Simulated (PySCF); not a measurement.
Bonding in 1-chloro-2,2-difluoroethylene

Compound: 1-chloro-2,2-difluoroethylene, C2HClF2.
SMILES with atom numbers: `[F:1][C:2]([F:3])=[CH:4][Cl:5]` (hydrogens: H6 on C4)

Bond orders from the PBE0/pcSseg-1 density (PySCF). Geometry: PBE0-D3(BJ)/def2-SVP; no solvent, vibrations or thermal averaging.

(1) How far do the computed orders between heavy atoms stray from the drawn ones?

(2) Set the Mayer orders of the bonds beside their lengths.

Answers

(1) The largest departure is 0.253, at C2–C4 (drawn double, 1.747).

(2) 
```
  bond  drawn as  length (Å)  Mayer order
 F1–C2    single       1.303        1.067
 C2–F3    single       1.308        1.028
 C2–C4    double       1.331        1.747
C4–Cl5    single       1.713        1.042
 C4–H6    single       1.089        0.927
```

By pair of heavy elements: C–F: lowest C2–F3 (1.028, 1.308 Å), highest F1–C2 (1.067, 1.303 Å).

**Question.** Sum the orders of all bonds at each heavy atom with more than one neighbour and set the sums beside the valence in the SMILES.

**Answer.** C2 3.842 (drawn 4), C4 3.716 (drawn 4). Orders between atoms that aren't bonded are not in these sums.

For a closed shell the Mayer order of atoms A and B is Σ (PS)μν (PS)νμ over the basis functions μ on A and ν on B, with P the density and S the overlap matrix.

These values come from a run that also computed NMR shieldings. Hardware: one thread, x86-64 server, shared host. Cost: 5.6 s wall.
